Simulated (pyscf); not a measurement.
Single points on ωB97X-D3(BJ)/def2-SVP structures (PySCF, gas phase).

For the elementary gas-phase step trichlorosilane (Cl–SiH(Cl)–Cl) + amino radical (NH₂•) → Cl–Si•(Cl)–Cl + ammonia (NH₃) (doublet surface; H–Si broken, H–N formed), what barrier and reaction energy does r²SCAN/def2-TZVP give, measured from the separated reactants?

ΔE‡ = 0.00 eV, ΔE = -0.83 eV. ωB97M-D3(BJ)/def2-TZVP gives 0.17 eV and -0.76 eV. Zero-point energy shifts the barrier by +0.03 eV. It is a hydrogen abstraction, with an imaginary mode of 964i cm⁻¹. One saddle was located; it need not be the lowest between these sides. The angle at the transferred H is 148°.
